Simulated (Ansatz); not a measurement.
# Elastic constant C12 of some elemental metals

Method: RPBE in Ansatz (PAW). References are measured values at low temperature.

Values in GPa.

```
solid   reference  RPBE  error (%)
------  ---------  ----  ---------
hcp Zn      34.8¶  33.0       -5.2
bcc W        205¶   190       -7.3
hcp Ti         87  77.4      -11.0
hcp Mg      25.9¶  22.8      -12.0
hcp Zr       67.2     ?          ?
bcc Mo       160¶   153       -4.4
bcc Ta       158¶   155       -1.9
fcc Al       61.9  62.8       +1.5
fcc Cu       125¶   107      -14.4
```

### Question
Estimate the withheld RPBE value.

### Answer
The errors of the other rows run from -14.4 % to +1.5 %, with a median of -6.2 %; carried to the reference 67.2 it gives 63.0 GPa. The run gives 61.4 GPa (-8.6 %), -2.5 % from the estimate; the row was drawn at random, and such an estimate is rough. Over these 9 solids the mean error is -7.0 %, the mean absolute error 7.4 % (median 7.3 %), and the worst case fcc Cu at -14.4 %; the value is below the reference in 8 of 9 cases.

All these references are low-temperature values that still hold zero-point motion.

Spin–orbit coupling is left out, also for the solids with elements from indium on (bcc W, bcc Ta); its size isn't shown.

¶ marks references of a special kind: hcp Zn, 34.8 GPa (measured, 0 K, extrapolated to 0 K; zero-point effects included; as tabulated in Galib et al. (2023), arXiv:2209.08184); bcc W, 205 GPa (measured, 0 K, extrapolated to 0 K; zero-point effects included; as tabulated in Wang et al. (2022), arXiv:2209.12322); hcp Mg, 25.9 GPa (measured, 0 K, extrapolated to 0 K; zero-point effects included; as tabulated in Ibrahim et al. (2023), arXiv:2305.03577); bcc Mo, 160 GPa (measured, 0 K, 300 K values taken to 0 K by the source's computed thermal shift; zero-point effects included; as tabulated in Gong and Corso (2024), arXiv:2406.16634); bcc Ta, 158 GPa (measured, 0 K, extrapolated to 0 K; zero-point effects included; as tabulated in Wang et al. (2022), arXiv:2209.12322); fcc Cu, 125 GPa (measured, 0 K, extrapolated to 0 K; zero-point effects included; as tabulated in Malica and Corso (2021), arXiv:2109.00459).

Differences are worked out from the printed values.

Each level is taken at its own relaxed cell. Caveats: shear constants of such metals converge slowly with the k mesh (bcc W, bcc Mo, bcc Ta). Ansatz's density-functional and Hartree–Fock values are scalar-relativistic unless marked +SOC, with PAW data made under PBE.

Ansatz's runs of these crystals have no spin polarisation.

Not in this set, of the elemental metals with a reference value in our tables and a result at some level: 12 for no value at RPBE (not run, a failed fit, an unstable or unbound cell, or a value held back for tests); 12 for a reference at room or unstated temperature; 1 for sources at odds. These can be a level's best or worst cases. Solids without a released value at any level aren't counted. L1₀ solids are left out, as their cells have other axes than the references. Layered and molecular crystals are counted apart. The metals Ce to Yb are counted apart.

References as tabulated in Wang et al. (2022), arXiv:2209.12322; Galib et al. (2023), arXiv:2209.08184; Ferrari et al. (2019), arXiv:1905.01197; Ibrahim et al. (2023), arXiv:2305.03577 and others.

Ansatz is a quantum-chemistry and plane-wave program.
